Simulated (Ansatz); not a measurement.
Molecular dynamics of C₃H₈OS

The input (input.yaml):

```yaml
crystal:
  periodic: [false, false, false]
  atoms:
    - { symbol: O, position_ang: [-1.525066, 1.52459, 1.385158] }
    - { symbol: C, position_ang: [-1.099352, 0.217108, 0.856249] }
    - { symbol: C, position_ang: [0.107935, 0.345486, -0.101358] }
    - { symbol: C, position_ang: [0.616122, -1.026948, -0.573939] }
    - { symbol: S, position_ang: [2.059135, -0.903585, -1.85348] }
    - { symbol: H, position_ang: [-1.841789, 2.082189, 0.627956] }
    - { symbol: H, position_ang: [-0.828965, -0.363679, 1.75137] }
    - { symbol: H, position_ang: [-1.938395, -0.304425, 0.351396] }
    - { symbol: H, position_ang: [-0.178399, 0.951842, -0.98081] }
    - { symbol: H, position_ang: [0.911226, 0.892729, 0.422972] }
    - { symbol: H, position_ang: [0.963087, -1.649443, 0.264774] }
    - { symbol: H, position_ang: [-0.159209, -1.5838, -1.122914] }
    - { symbol: H, position_ang: [2.934069, -0.216865, -1.012475] }
magnetization:
  spin_polarized: true
basis:
  gaussian: { orbitals: "6-31G" }
hamiltonian:
  xc: blyp
  dispersion: d4
md:
  timestep: 0.5
  n_steps: 150
  ensemble: nvt_langevin
  temperature: 500.0
  initial_velocities: maxwell_boltzmann
  seed: 126673
  friction: 0.001
```

Launched with:

```bash
$ ansatz run input.yaml --threads 1 --pin off --max-ram 2048MiB --backend cpu --events-out ev --progress --plain --runs-dir out
```

It starts from a relaxed structure.

Output, in part (step lines, the closing report, with atoms numbered from 0):

```
md step     0: t =     0.00 fs  T =   461.5 K  F+E_penalty+E_count = -16118.85527379 eV  E_kin = 0.775560 eV  (27 SCF iters)
[... lines left out ...]
Total energy: -16118.44366209 eV, -592.3418791084 hartree
Atom 0 at    -1.588713     1.615751     1.176117 Å, force     0.151498    -1.000772     0.302372 eV/Å
Atom 1 at    -1.135392     0.221414     0.755322 Å, force    -1.128187     1.348271     0.182327 eV/Å
Atom 2 at     0.063001     0.339830    -0.131732 Å, force     1.798141    -1.280952     0.172797 eV/Å
Atom 3 at     0.786171    -1.035110    -0.322216 Å, force    -0.759103    -0.445764    -2.038643 eV/Å
Atom 4 at     2.139309    -1.070965    -1.770695 Å, force     0.464874     1.376874     0.691775 eV/Å
Atom 5 at    -1.783042     2.132365     0.365195 Å, force    -0.134367     0.208877    -0.500814 eV/Å
Atom 6 at    -0.872012    -0.217250     1.702488 Å, force    -0.053815    -0.534070     0.636421 eV/Å
Atom 7 at    -1.961014    -0.331124     0.254485 Å, force     0.119227     0.038371     0.279451 eV/Å
Atom 8 at    -0.218497     0.635001    -1.123043 Å, force    -0.186207     0.898504    -0.854418 eV/Å
Atom 9 at     0.796946     1.035548     0.359582 Å, force    -0.478336    -0.159010    -0.613197 eV/Å
Atom 10 at     1.407400    -1.297551     0.481204 Å, force     0.535279    -0.614743     1.771547 eV/Å
Atom 11 at     0.154421    -1.925120    -0.663171 Å, force     0.311282     1.150444     0.671757 eV/Å
Atom 12 at     2.946264    -0.005682    -1.141262 Å, force    -0.640286    -0.986030    -0.701376 eV/Å
Dipole moment:    -0.110095     0.012799    -0.003114 e Å
```

The steps, from the saved trajectory:

```tsv
time (fs)	T (K)	potential energy less start (eV)
0.0	462	0.000
2.5	256	0.331
5.0	219	0.392
7.5	143	0.524
10.0	245	0.358
12.5	275	0.306
15.0	278	0.287
17.5	202	0.417
20.0	204	0.426
22.5	300	0.255
25.0	221	0.379
27.5	275	0.280
30.0	181	0.418
32.5	242	0.300
35.0	228	0.344
37.5	229	0.324
40.0	172	0.406
42.5	222	0.325
45.0	199	0.341
47.5	191	0.356
50.0	262	0.234
52.5	197	0.326
55.0	251	0.219
57.5	147	0.407
60.0	155	0.414
62.5	177	0.380
65.0	280	0.218
67.5	213	0.316
70.0	192	0.339
72.5	166	0.407
75.0	164	0.412
```

The run went to its last step. The mean temperature of the second half is 60 % below the set value. A run of 0.075 ps of so small a system gives no equilibrium averages. Limits of this set-up: no polarisation functions.

The same pairs are bonded in the first frame and the last. Pairs count as bonded within 1.25 times the sum of covalent radii (0.12 Å more for H–H).

Last frame:

```xyz
13
Properties=species:S:1:pos:R:3
O -1.589 1.616 1.176
C -1.135 0.221 0.755
C 0.063 0.340 -0.132
C 0.786 -1.035 -0.322
S 2.139 -1.071 -1.771
H -1.783 2.132 0.365
H -0.872 -0.217 1.702
H -1.961 -0.331 0.255
H -0.218 0.635 -1.123
H 0.797 1.036 0.360
H 1.407 -1.298 0.481
H 0.154 -1.925 -0.663
H 2.946 -0.006 -1.141
```

The run took 12 min on 1 thread of Intel(R) Xeon(R) Platinum 8375C CPU @ 2.90GHz (Ice Lake), on a shared host, peak memory 0.16 GiB.
